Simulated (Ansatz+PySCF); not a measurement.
Values are calculated unless marked as measured or tabulated.
Several solutions for singlet HCl

```xyz
2

H     0.0000    0.0000   -2.3669
Cl    0.0000    0.0000    0.1392
```

Basis set: 6-31G (spherical functions). Charge 0, multiplicity 1.

PBE0 (unrestricted) was run from several starts with Ansatz (development build ahead of 0.2.0) and PySCF 2.14.0.

```json
{"run": "A", "program": "Ansatz", "start": "search for the lowest state", "converged": "yes", "energy (hartree)": "-460.47908", "<S²>": "0.71"}
{"run": "B", "program": "PySCF", "start": "program defaults", "converged": "yes", "energy (hartree)": "-460.45869", "<S²>": "0.00"}
{"run": "C", "program": "Ansatz", "start": "atomic start, no search", "converged": "yes", "energy (hartree)": "-460.45869", "<S²>": "0.00"}
{"run": "D", "program": "Ansatz", "start": "stability test followed", "converged": "yes", "energy (hartree)": "-460.47908", "<S²>": "0.71"}
```

Q: Which runs reached the lowest solution of this kind, and what is wrong with the others?

A: A, D reached the lowest solution found. Converged but too high: B by 0.55 eV, C by 0.55 eV. Convergence only shows a stationary point, and even a stable one can lie too high; stability tests and further starts are what find lower ones. Caution: charge can spread falsely over distant fragments. Caution: the unrestricted determinant is spin contaminated.
